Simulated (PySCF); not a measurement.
Species: C2F2O.
Atom-mapped SMILES: `[O:1]=[C:2]=[C:3]([F:4])[F:5]`

Computed with PySCF at PBE0/pcSseg-1 and CAM-B3LYP/def2-SVPD, non-relativistic, on one gas-phase PBE0-D3(BJ)/def2-SVP geometry that isn't relaxed in the solvent. The solvent is an IEF-PCM continuum (cavity from Bondi-type radii × 1.2). Only the electrostatic response of the medium enters.

Gas phase at PBE0/pcSseg-1: HOMO -6.96 eV, LUMO -2.64 eV, dipole 0.10 D.

Q: What does the continuum do to the energy, the frontier levels and the dipole at PBE0/pcSseg-1 in chloroform and dimethylsulfoxide?

A: 
```csv
solvent,ε,E(solvent) − E(gas) (kcal/mol),polarisation term (kcal/mol),distortion of the solute (kcal/mol),HOMO (eV),LUMO (eV),dipole (D)
chloroform,4.711,-1.14,-1.22,0.08,-6.82,-2.47,0.14
dimethylsulfoxide,46.83,-1.61,-1.75,0.14,-6.77,-2.41,0.16
```

The polarisation term is half the interaction of the solute with the surface charges that it induces; the rest is the cost of distorting the solute's density. The sum is the electrostatic part of solvation alone. From chloroform to dimethylsulfoxide the lowering changes by a factor 1.41, Onsager's factor (ε − 1)/(2ε + 1) by 1.36 and ε itself by 9.9.

Q: Which ESP-fitted charges (PBE0/pcSseg-1) respond most in chloroform (means over atoms taken as equivalent)?

A: 
| atoms | environment | gas (e) | solvent (e) | change |
| --- | --- | --- | --- | --- |
| C2 | central carbon of a ketene | +0.417 | +0.445 | +0.028 |
| O1 | oxygen bonded to C | -0.265 | -0.286 | -0.021 |
| F4/F5 | vinyl fluorine | -0.059 | -0.065 | -0.006 |
| C3 | outer carbon of cumulated double bonds | -0.034 | -0.029 | +0.005 |

Gas phase at CAM-B3LYP/def2-SVPD: HOMO -8.54 eV, LUMO -1.51 eV, dipole 0.03 D.

Q: What does the continuum do to the energy, the frontier levels and the dipole at CAM-B3LYP/def2-SVPD in chloroform and dimethylsulfoxide?

A: 
```
          solvent      ε  E(solvent) − E(gas) (kcal/mol)  polarisation term (kcal/mol)  distortion of the solute (kcal/mol)  HOMO (eV)  LUMO (eV)  dipole (D)
       chloroform  4.711                           -1.25                         -1.34                                 0.09      -8.38      -1.34        0.06
dimethylsulfoxide  46.83                           -1.76                         -1.94                                 0.18      -8.33      -1.28        0.07
```

Q: How does the static polarisability (CAM-B3LYP/def2-SVPD, frozen core, with the continuum's full static response) change?

A: 
| medium | isotropic (au) | principal values (au) | ⟨r²⟩ of the electrons (bohr²) |
| --- | --- | --- | --- |
| gas | 29.0 | 20.3, 23.4, 43.2 | 366.4 |
| chloroform | 33.8 | 23.3, 26.4, 51.8 | 366.8 |
| dimethylsulfoxide | 35.9 | 24.8, 27.8, 55.2 | 367.0 |

The isotropic value in dimethylsulfoxide is 1.24 times the gas-phase one; no cavity-field correction is applied. ⟨r²⟩ is taken about the centre of nuclear charge.
